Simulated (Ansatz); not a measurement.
`BC#C`, relaxed with RKS PBE-D4/def2-SVP in the Gaussian-basis code of Ansatz from a rough embedded geometry. The force threshold is 0.03 eV/Å; the program also tests the step.

Total charge 0; spin multiplicity 1.

Start:

```xyz
6

B    -0.394    0.515   -0.881
C     0.156   -0.163    0.296
C     0.594   -0.692    1.252
H    -0.608    1.642   -0.894
H    -0.732   -0.084   -1.882
H     0.985   -1.217    2.110
```

How much energy does the relaxation release, and in how many steps? (Estimate.)

Computed: 0.28 eV, in 4 steps.

Which bonds change most? (Estimate.)

Ansatz gave: B1–H4 from 1.147 to 1.216 Å; C2–C3 from 1.177 to 1.234 Å; B1–C2 from 1.466 to 1.507 Å; C3–H6 from 1.079 to 1.083 Å.

Give the relaxed structure. (Estimate.)

The calculation gave: 
```xyz
6

B    -0.434    0.525   -0.917
C     0.139   -0.168    0.293
C     0.608   -0.735    1.284
H    -0.608    1.728   -0.906
H    -0.723   -0.118   -1.907
H     1.018   -1.232    2.153
```
